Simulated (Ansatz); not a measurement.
Mg₃⁻. Total charge -1; doublet. Geometry r2SCAN/def2-TZVPD; atoms count from 1.

```xyz
3

Mg    0.9806    1.2873   -0.6645
Mg   -1.7401    0.0468   -0.1740
Mg    0.7595   -1.3341    0.8386
```

The highest occupied level of the charge -1 doublet lies above zero (up to 0.30 eV). By energy differences its removal costs 0.87 eV (vertical, to the charge 0 singlet, at PBE0/def2-TZVPD); a positive level beside a positive removal energy at the same level points to self-interaction error. The structure comes from a short search, and lower isomers may exist.

(1) Estimate the Mulliken populations from the PBE0/def2-TZVPD orbitals of Ansatz.

(2) Where does the spin sit?

(3) And the Mayer bond orders between bonded heavy atoms (over 0.3)?

Results:

(1) 
```json
{"atom": "Mg1", "charge (e)": "-0.33", "spin (α − β)": "0.33"}
{"atom": "Mg2", "charge (e)": "-0.33", "spin (α − β)": "0.33"}
{"atom": "Mg3", "charge (e)": "-0.33", "spin (α − β)": "0.33"}
```
Mulliken values and Mayer orders depend strongly on the basis. With diffuse functions, as here, like atoms can get unlike values, and bond orders can come out too low or too high.

(2) Summed by element: Mg 1.00, of 1 unpaired in all. Largest on single atoms: Mg3 0.33, Mg1 0.33, Mg2 0.33.

(3) Mg1–Mg2 0.96 (3.03 Å); Mg1–Mg3 0.96 (3.03 Å); Mg2–Mg3 0.96 (3.03 Å).
